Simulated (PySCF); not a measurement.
## Trend along the third period: MCl anions

PBE with double-zeta basis sets in PySCF, for the lowest determinant that a PBE0 search found; no spin–orbit coupling. De refers to high-spin ground-configuration atoms (the charge goes to the atom of lower measured ionisation energy or higher electron affinity, which is not always the lowest computed limit). A positive dipole points towards Cl; it is taken about the centre of mass and depends on that origin.

```
 M                        basis  charged atom  state (unpaired electrons)  Re (Å)  ωe (cm⁻¹)  De (eV)  μ (D)
Na                    def2-SVPD           Cl−               doublet (σ ↑)   2.541        255     1.23   3.18
Mg  aug-cc-pVDZ/aug-cc-pV(D+d)Z           Cl−      singlet (closed shell)   2.439        280     1.22   3.54
Al               aug-cc-pVDZ-DK           Cl−               doublet (π ↑)   2.346        320     1.78   3.40
Si                    def2-SVPD           Cl−              triplet (π ↑↑)   2.316        332     1.94   1.98
Cl               aug-cc-pVDZ-DK           Cl−               doublet (σ ↑)   2.725        192     1.78    n/a
```

**Question.** By what factor does the bond length vary along the series?

**Answer.** At PBE it runs from 2.316 Å (SiCl⁻) to 2.725 Å (Cl₂⁻), a factor of 1.18.

The rows differ in basis set, which adds steps of its own.

The state changes along the series, so neighbouring rows are not always alike in their bonding.

For an ion De counts to the pair picked by the measured ionisation energies or electron affinities, which need not be the lowest pair at this level. The highest Kohn–Sham level is positive in some of these anions. Much of that is self-interaction error, but it also means that the finite basis helps to hold the extra electron. States were picked by a PBE0 search and need not be the measured ground states.
